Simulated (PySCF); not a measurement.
A species of formula C3H3F2N has this rotational fingerprint, computed with PBE0-D3(BJ)/def2-SVP geometry optimisation, gas phase (PySCF):

* Rotational constants: A = 8867, B = 2130, C = 1812 MHz
* Dipole components: |μa| = 1.86 D, |μb| = 2.09 D, |μc| = 0.13 D
* Inertial defect: -15.38 u·Å²
* κ: -0.91

Question: Which candidate fits, each taken in the one conformer that was computed?
A. `[N:1]#[C:2][CH2:3][CH:4]([F:5])[F:6]` with C2–C3–C4–F5 63°
B. `[F:1][CH:2]([F:3])[C:4]1=[N:5][CH2:6]1` with F1–C2–C4–N5 119°
C. `CC(F)(F)C#N` (CH3CF2CN)
D. `[N:1]#[C:2][C@@H:3]([F:4])[CH2:5][F:6]` with C2–C3–C5–F6 170°

Answer: A. It is N#CCC(F)F, a near-prolate asymmetric top, point group C1. The candidates at the same level (rigid rotor, commonest isotopes):

```json
{"SMILES": "N#CCC(F)F", "A (MHz)": "8867", "B (MHz)": "2130", "C (MHz)": "1812", "μa (D)": "1.86", "μb (D)": "2.09", "μc (D)": "0.13", "Δ (u·Å²)": "-15.38", "point group": "C1", "rotor": "near-prolate asymmetric top"}
{"SMILES": "FC(F)C1=NC1", "A (MHz)": "7170", "B (MHz)": "2559", "C (MHz)": "2285", "μa (D)": "0.15", "μb (D)": "0.06", "μc (D)": "0.27", "Δ (u·Å²)": "-46.77", "point group": "Cs", "rotor": "asymmetric top"}
{"SMILES": "N#C[C@@H](F)CF", "A (MHz)": "7350", "B (MHz)": "2258", "C (MHz)": "1820", "μa (D)": "1.52", "μb (D)": "0.98", "μc (D)": "0.52", "Δ (u·Å²)": "-14.93", "point group": "C1", "rotor": "asymmetric top"}
{"SMILES": "CC(F)(F)C#N", "A (MHz)": "5234", "B (MHz)": "2893", "C (MHz)": "2838", "μa (D)": "2.39", "μb (D)": "2.05", "μc (D)": "0.00", "Δ (u·Å²)": "-93.18", "point group": "Cs", "rotor": "near-prolate asymmetric top"}
```

`CC(F)(F)C#N` has C 57 % too high; `N#C[C@@H](F)CF` has A 17 % too low; `FC(F)C1=NC1` has C 26 % too high. No structure here is proved a minimum.
